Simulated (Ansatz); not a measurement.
Species: AlF3, SMILES `[F][Al]([F])[F]` (charge 0, multiplicity 1).

### Question
Give a relaxed geometry from Ansatz (a quantum-chemistry and plane-wave program) with B3LYP-D3(BJ)/def2-TZVP.

### Answer
the end point of this relaxation (outside a Z-matrix the atoms follow the SMILES, hydrogens last).
Z-matrix (Å, degrees):
```
Al
F 1 1.6342
F 1 1.6342 2 120.01
F 1 1.6342 2 120.00 3 -180.00
```
